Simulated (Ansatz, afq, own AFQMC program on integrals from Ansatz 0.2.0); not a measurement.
ZrH, quartet in def2-TZVP, levels against full CI

```csv
atom,x (Å),y (Å),z (Å)
Zr,0.0000,0.0000,0.0000
H,0.0000,0.0000,1.4990
```

Basis def2-TZVP with its core potentials. Only valence electrons are correlated. AFQMC by an in-house program on the Cholesky factors that Ansatz 0.2.0 writes for its CCSD(T) run. The CISD trial takes its coefficients from CCSD amplitudes. Released means that phaseless walkers are propagated on without the constraint, phases kept. Error bars are statistical, one sigma. No spin–orbit coupling. The metal's outer-core s and p shells are frozen, which shifts wave-function levels against functionals.

Determinant: UHF, the one that the program's search chose, which needn't be the lowest solution. The geometry is a point of a scan.

Full CI on the same integrals is exact in this basis and with this determinant's frozen core.

Cautions: no spin-orbit coupling; outer-core shells of the metal frozen; lower spins were not checked.

```
T1 diagnostic                               : 0.0276
weight of the determinant in the CISD state : 0.950
⟨S²⟩ of the determinant                     : 3.761
size of the correlated space                : 5 electrons in 42 orbitals
```

```csv
level,correlation energy (eV)
MP2,-1.3295
CCSD,-1.6637
CCSD(T),-1.7001
```

(1) Estimate where phaseless AFQMC with a CISD trial lies against CCSD(T) on the same integrals.

(1) 0.3 ± 0.06 kJ/mol below CCSD(T).

Reference: full CI, correlation energy -1.715 eV. The released energy is read at 4.20 1/Eh (meV from the phaseless value at times in 1/Eh: -10 ± 7 at 0.60, -2 ± 5 at 1.20, -4.0 ± 2.1 at 2.00, -9 ± 3 at 3.00, -4.5 ± 1.5 at 4.20).

| level | E − E(reference) (kJ/mol) | share of correlation (%) |
| --- | --- | --- |
| CCSD(T) | 1.5 | 99.10 |
| CCSDT | 0.2 | 99.91 |
| CCSDT(Q) | 0.0 | 99.97 |
| CCSDTQ | 0.0 | 100.00 |
| ph-AFQMC/CISD | 1.1 ± 0.06 | 99.31 |
| released AFQMC | 0.7 ± 0.1 | 99.57 |

CCSDT and higher add their correlation energy to the determinant of the CCSD(T) run, since their own runs factorise the integrals more tightly (a shift of under 2 meV). Released energies are given only where the last usable release times agree within the noise; a slower fall can still hide under it.
